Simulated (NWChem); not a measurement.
**Correlation energy of fluoromethane (CH3F)**

SMILES: CF
```xyz
5

C      0.6088    -0.1106     0.0000
F     -0.7327     0.1332     0.0000
H      0.8879    -0.6879     0.8972
H      0.8879    -0.6879    -0.8972
H      1.1658     0.8411     0.0000
```
Charge 0, spin multiplicity 1.

All runs are NWChem calculations. All single points use one geometry, from PBE0/def2-SVP, a minimum by its harmonic frequencies.

Basis set: cc-pVTZ. Each correlation energy counts from its own Hartree-Fock reference.

The correlated methods keep 2 core orbitals frozen. Coupled-cluster values serve here as a point of comparison, not as the truth.

**Question.** One of these methods gave a correlation energy of -434.0 mHa. Which?
A) CCSD
B) CR-CCSD[T]
C) CCSD+T(CCSD)
D) RI-MP2

**Answer.** D, RI-MP2. The others give -461.9 (CR-CCSD[T]), -450.4 (CCSD), -464.2 (CCSD+T(CCSD)).
